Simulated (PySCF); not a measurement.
How the method moves the gas-phase deprotonation enthalpies of propyne

Structure: `C#CC` (C3H4). Non-hydrogen atoms are numbered in `[CH:1]#[C:2][CH3:3]`.

All levels share the PBE0-D3(BJ)/ma-def2-SVP structures and the PBE0-D3(BJ)/ma-def2-SVP thermal terms; only the single-point energies (PySCF) change. Values are gas-phase deprotonation enthalpies (298 K, kJ/mol).

| level | C1 | C3 | mean abs. error | time |
| --- | --- | --- | --- | --- |
| ωB97M-D3(BJ)/ma-def2-TZVP (grid 3) | 1591 | 1592 | 12.8 | 15 s |
| ωB97X-D3(BJ)/ma-def2-TZVP | 1610 | 1614 | 7.6 | – |
| ωB97X-D3(BJ)/def2-SVPD (grid 1, guess huckel) | 1614 | 1619 | 12.2 | 7.5 s |
| ATcT 1.112 | 1602 | 1606 |  |  |

Times are wall times for all single points of a level on 1 thread of Intel Xeon Platinum 8375C @ 2.90GHz, a shared host; the dash marks the run that also made the structures.

The widest spread is that of C3: 27 kJ/mol, from 1592 to 1619.

Caveats: the order of C1 and C3 is undecided: the gaps lie inside the method's error (some 10 kJ/mol, one structure a species).
